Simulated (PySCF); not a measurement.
Task: Give a GFN2-xTB geometry of `C(#N)[C]=C` [radical]. (Doublet state.)

Result: 
```xyz
6
C3H2N angstrom
C     -1.0837    0.0729    0.1104
C      0.2040   -0.0144    0.1275
C      1.5214   -0.1018    0.1455
N      2.6875   -0.1784    0.1627
H     -1.6017    0.9527   -0.2533
H     -1.7245   -0.7289    0.4586
```

Orientation and origin are arbitrary. Atoms count from 1 in this order. C1 (carbon bonded to C and 2 H) is planar (angles 122.4°, 122.4° and 115.2°, sum 360.0°, 0.00 Å off the plane of its three neighbours). The C–C distances run from 1.291 Å (C1=C2, drawn double) to 1.320 Å (C2–C3, drawn single), a spread of 0.029 Å. The 4 heavy atoms lie on one line within 0.05 Å.

Bonds between heavy atoms (Å): C1=C2 1.291, C2–C3 1.320, C3≡N4 1.169.

Structure optimised with GFN2-xTB, isolated species. This method treats the open shell by occupation alone, without spin polarisation.

Point group: C2v (every atom within 0.08 Å of its image). No GFN2-xTB frequencies stand behind this structure, so it isn't proved a minimum.

All values are computed, not measured.
